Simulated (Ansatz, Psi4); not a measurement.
**Worked example: the enthalpy of formation of C2H6O (dimethyl ether)**

The species is C2H6O (9 atoms), meant as a singlet with charge 0. As SMILES, `COC`. The shape is that of a PBE0-D4/def2-TZVP optimisation.

Total energies at wB97M-V/cc-pVDZ (Psi4 1.11); the atoms run unrestricted:

```tsv
species	state	energy (Eh)
C2H6O	singlet	-154.943627
C	triplet	-37.838414
O	triplet	-75.049431
H	doublet	-0.491710
```

Harmonic wavenumbers at PBE0-D4/def2-TZVP, in cm⁻¹: 213, 248, 413, 978, 1134, 1163, 1194, 1226, 1271, 1454, 1475, 1484, 1484, 1491, 1510, 2977, 2988, 3028, 3034, 3134, 3136.

Measured heats of formation of the gaseous atoms at 298.15 K, in kJ/mol: C 716.9, O 249.2, H 218.0. Spin-orbit lowering of the atoms at 298 K (mean of the ground term's levels less their thermal mean, from spectra), in kJ/mol: C 0.02, O 0.40. Take 1 Eh = 2625.50 kJ/mol, 1 cm⁻¹ = 0.0119627 kJ/mol, RT = 2.479 kJ/mol.

Work out the heat of formation of the gas at 298 K.


1. Electronic atomisation energy: 2 × (-37.838414) + (-75.049431) + 6 × (-0.491710) − (-154.943627) = 1.267108 Eh = 3326.8 kJ/mol.
2. Zero-point energy: half the sum of the wavenumbers, 17517.5 cm⁻¹ = 209.6 kJ/mol.
3. Thermal vibrational enthalpy, Σ hcν̃/(exp(hcν̃/kT) − 1): 3.9 kJ/mol. Translation, rotation and pV of a non-linear molecule: 4 RT = 9.9 kJ/mol.
4. The 9 free atoms carry 5/2 RT each: 55.8 kJ/mol.
5. Spin-orbit coupling lowers the free atoms by 2 × 0.02 + 0.40 = 0.4 kJ/mol.
6. Atomisation enthalpy at 298 K: 3326.8 − 0.4 − 209.6 − 3.9 − 9.9 + 55.8 = 3158.8 kJ/mol.
7. Sum of the atoms' heats of formation: 2991.0 kJ/mol. Heat of formation: 2991.0 − 3158.8 = -167.8 kJ/mol.

The tabulated value is -184.0 kJ/mol (Active Thermochemical Tables), so this level is off by +16.2 kJ/mol, or 0.5 % of the atomisation enthalpy that the table implies (3175.0 kJ/mol). Anharmonicity and any spin-orbit splitting of the molecule are left out.
